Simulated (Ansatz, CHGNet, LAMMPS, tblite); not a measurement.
# Lattice constant a of zinc-blende ZnSe: levels of theory against measurement

Reference value: 5.668 Å (measured, room temperature, not corrected to a static lattice; as tabulated in Albrecht et al. (1997), arXiv:cond-mat/9706128).

```json
[
 {"level (code)": "ionic model grunwald2012 (rigid ions, LAMMPS)", "value (Å)": "5.854"},
 {"level (code)": "IPEA1-xTB (tblite)", "value (Å)": "…"},
 {"level (code)": "CHGNet-r²SCAN (CHGNet)", "value (Å)": "5.657"},
 {"level (code)": "LDA (Ansatz)", "value (Å)": "5.567"},
 {"level (code)": "PBE (Ansatz)", "value (Å)": "…"},
 {"level (code)": "PBE-D4 (Ansatz)", "value (Å)": "5.659"},
 {"level (code)": "r²SCAN (Ansatz)", "value (Å)": "5.665"},
 {"level (code)": "r²SCAN-D4 (Ansatz)", "value (Å)": "…"},
 {"level (code)": "HSE06 (Ansatz)", "value (Å)": "5.701"}
]
```

### Question
Some entries are withheld; supply them.

### Answer

- IPEA1-xTB (tblite), value (Å): 5.605
- PBE (Ansatz, a quantum-chemistry and plane-wave program), value (Å): 5.733
- r²SCAN-D4 (Ansatz), value (Å): 5.644

Differences against the reference: ionic model grunwald2012 +3.28 %, IPEA1-xTB -1.11 %, CHGNet-r²SCAN -0.19 %, LDA -1.78 %, PBE +1.15 %, PBE-D4 -0.16 %, r²SCAN -0.05 %, r²SCAN-D4 -0.42 %, HSE06 +0.58 %.

Leaving aside ionic model grunwald2012, IPEA1-xTB, which can be fitted to such values or carry a doubt: The reference is not for a static lattice or low temperature, so close values are not ranked against it. Off by more than 1.25 % (a bound picked here): LDA (-1.78 %).

The reference has no zero-point or thermal correction, while the calculations are for a static lattice, so the differences are not the levels' errors alone. A static lattice is as a rule a little smaller than the measured one.  IPEA1-xTB: this parameter set was refitted to ionisation energies, not structures. IPEA1-xTB: the run uses a supercell at the zone centre in place of a k mesh. Cutoffs and k meshes differ between the levels. Ansatz's density-functional and Hartree–Fock values are scalar-relativistic unless marked +SOC, with PAW data made under PBE.

Empirical potentials (ionic model grunwald2012) are fitted to chosen data, which need not cover the solid at hand: agreement can be built in, and what lay outside the fit can be far off. Machine-learned potentials (CHGNet-r²SCAN) are trained on DFT data, which may include these solids.

Differences are worked out from the printed values.
